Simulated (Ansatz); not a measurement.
# B₂H (doublet): trial inputs and their diagnosis at scale of all distances = 1.297

4 inputs are run for B₂H (doublet) as typed; the log has to tell whether the result can be used and what must change.

Method: the settings change from run to run; program: Ansatz 0.2.0, Gaussian basis.

11 further runs of the same task are left out: 9 that didn't finish, 2 set aside as unsound or not needed.

### Step 1. What is computed

The geometry derives from a PBE0/def2-TZVP stationary point (not a proven minimum). All distances are scaled together.

3 atoms, charge 0, spin multiplicity 2.

Atoms are counted from 1 here; the program's logs count them from 0.

No contacts short enough for the rule that draws bonds.

### Step 2. Attempt 1

in.yaml reads:

```yaml
crystal:
  periodic: [false, false, false]
  atoms:
    - {symbol: B, position_ang: [0.000000, 0.000000, 0.149271]}
    - {symbol: B, position_ang: [0.000000, 0.000000, -1.825687]}
    - {symbol: H, position_ang: [0.000000, 0.000000, 1.676416]}
basis:
  gaussian: {orbitals: 6-31G}
magnetization: {spin_polarized: false, initial_magnetization: 1}
correlation: {method: fic_mrcisd_q_relaxed, electrons: outside_noble_gas, active_space: {window: {electrons: 3, orbitals: 2}, states: [{multiplicity: 2, weights: [1, 1, 1, 0.5]}]}}
```

Run with:

```console
ansatz run in.yaml --threads 1 --pin off --events-out ev --progress --plain --max-ram 2393MiB
```

The program printed:

```text
Functional definition: HF
  name "HF"
  cite "Fock, Z. Phys. 61, 126 (1930) doi:10.1007/BF01340294"
  parent pbe
  exchange = exact_x
  correlation = 0
443 factors; integrals over basis functions are off by at most 1.4e-7 eV
mean field evaluation 1: about -1350.3623 eV, gradient 8.4e0 eV
mean field evaluation 2: about -1350.3627 eV, gradient 8.4e0 eV
mean field evaluation 4: about -1351.1245 eV, gradient 1.6e0 eV
mean field evaluation 8: about -1351.2454 eV, gradient 1.5e-1 eV
mean field evaluation 16: about -1345.9680 eV, gradient 4.2e0 eV
mean field evaluation 32: about -1346.4504 eV, gradient 3.9e-3 eV
mean field evaluation 64: about -1350.4941 eV, gradient 8.5e0 eV
mean field -1351.24578454 eV, -49.6573666747 hartree, gradient 4.4e-6 eV, S^2 0.750000; 9 other end points of the search recorded, 0 dependent functions left out
reference -1351.24578454 eV, -49.6573666747 hartree; 6, 5 occupied and 14, 15 virtual orbitals, 443 factors
Error: 4 states are sought, and the space of determinants holds 2 states of this symmetry and spin
```

Run time: 0.24 s. Hardware: 1 thread of Arm Neoverse V1, shared host.

Diagnosis: The run stopped with an error. It says: «4 states are sought, and the space of determinants holds 2 states of this symmetry and spin». Cure: ask for fewer states or enlarge the space.

### Step 3. Attempt 2

in.yaml reads:

```yaml
crystal:
  periodic: [false, false, false]
  atoms:
    - {symbol: B, position_ang: [0.000000, 0.000000, 0.149271]}
    - {symbol: B, position_ang: [0.000000, 0.000000, -1.825687]}
    - {symbol: H, position_ang: [0.000000, 0.000000, 1.676416]}
basis:
  gaussian: {orbitals: "6-31G*", fitting: {mean_field: def2-universal-jkfit}}
magnetization: {spin_polarized: false, initial_magnetization: 1}
correlation: {method: ccsd_t, frozen_orbitals: {B: 9}}
scf: {lower_state_search: off}
output: {forces: true}
```

Same command.

The program printed:

```text
Functional definition: HF
  name "HF"
  cite "Fock, Z. Phys. 61, 126 (1930) doi:10.1007/BF01340294"
  parent pbe
  exchange = exact_x
  correlation = 0
these checks for a lower state are left out or cut short: starts, cluster_reference, orbital_swaps, neighbouring_geometries, increment
Error: "frozen_orbitals" has no count for H
```

It took 0.03 s on 1 thread of Arm Neoverse V1, shared host.

Diagnosis: The run was refused. The frozen-orbital counts are incomplete or too large. Fix: leave frozen_orbitals out, or give each element a count that its core has.

### Step 4. Attempt 3

in.yaml reads:

```yaml
crystal:
  periodic: [false, false, false]
  atoms:
    - {symbol: B, position_ang: [0.000000, 0.000000, 0.149271]}
    - {symbol: B, position_ang: [0.000000, 0.000000, -1.825687]}
    - {symbol: H, position_ang: [0.000000, 0.000000, 1.676416]}
basis:
  gaussian: {orbitals: 6-31G}
magnetization: {spin_polarized: false, initial_magnetization: 1}
correlation: {active_space: {window: {electrons: 3, orbitals: 3}, states: [{multiplicity: 2, weights: [1, 1]}], root: 5}}
```

The command is unchanged.

The program printed:

```text
Error: the active space averages no state 5, counted from zero
```

Run time: 0.03 s. Hardware: 1 thread of Arm Neoverse V1, shared host.

**Diagnosis.** The run was refused. The root asked for lies beyond the states averaged. Fix: average more states or name a lower root.

### Step 5. Attempt 4

in.yaml reads:

```yaml
crystal:
  periodic: [false, false, false]
  atoms:
    - {symbol: B, position_ang: [0.000000, 0.000000, 0.149271]}
    - {symbol: B, position_ang: [0.000000, 0.000000, -1.825687]}
    - {symbol: H, position_ang: [0.000000, 0.000000, 1.676416]}
basis:
  gaussian: {orbitals: "6-31G*", point_charges: [{charge: -0.50, position_ang: [4.545, 0.609, 0.569]}]}
magnetization: {spin_polarized: false, initial_magnetization: 9}
hamiltonian: {xc: {name: B3LYP}}
correlation: {method: bccd, electrons: outside_noble_gas}
```

Same command.

The program printed (excerpt; [...] marks lines left out):

```text
Functional definition: B3LYP
  name "B3LYP"
  cite "Stephens, Devlin, Chabalowski & Frisch, J. Phys. Chem. 98, 11623 (1994) doi:10.1021/j100096a001"
  cite "Becke, Phys. Rev. A 38, 3098 (1988) doi:10.1103/PhysRevA.38.3098"
  cite "Lee, Yang & Parr, Phys. Rev. B 37, 785 (1988) doi:10.1103/PhysRevB.37.785"
  cite "Vosko, Wilk & Nusair, Can. J. Phys. 58, 1200 (1980) doi:10.1139/p80-159"
[...]
314 factors; integrals over basis functions are off by at most 9.8e-4 eV
[...]
mean field -1161.12217694 eV, -42.6704529658 hartree, gradient 2.7e-6 eV, S^2 24.750000; 1 other end points of the search recorded, 0 dependent functions left out
[...]
reference -1148.25455864 eV, -42.1975767152 hartree; 10, 1 occupied and 22, 31 virtual orbitals, 314 factors
second order -5.43238580 eV of doubles, -0.45176212 eV of singles
cycle   1  -2.21364020 eV  change   -9.4e-1 eV  update   5.2e-2
[...]
cycle  94  -6.27749951 eV  change    1.1e-5 eV  update   1.3e-6
WARN: the results are in doubt because among natural orbitals full CI differs from the method by -1.280 eV
Total energy: -1154.53205815 eV, -42.4282705670 hartree
In doubt: among natural orbitals full CI differs from the method by -1.280 eV
```

It took 3.9 s on 1 thread of Arm Neoverse V1, shared host.

What is wrong: The run converged, which proves nothing about the input. Far too many unpaired electrons are asked for. Its energy belongs to the state of multiplicity 10, not to the doublet that was meant. Fix: set initial_magnetization to that of the wanted state.

### Step 6. How the runs ended

```
attempt                         level                ended                                                                                        cause    time
      1  MRCISD+Q(relaxed)(3,2)/6-31G  stopped by an error  4 states are sought, and the space of determinants holds 2 states of this symmetry and spin  0.24 s
      2        CCSD(T) on ROHF/6-31G*              refused                                        the frozen-orbital counts are incomplete or too large  0.03 s
      3             CASSCF(3,3)/6-31G              refused                                           the root asked for lies beyond the states averaged  0.03 s
      4                   BCCD/6-31G*            converged                                                far too many unpaired electrons are asked for   3.9 s
```

1 stopped by an error, 2 refused, 1 converged. The input that converges on a wrong geometry or spin is the dangerous one: no error points at it, so geometry and ⟨S²⟩ have to be checked.
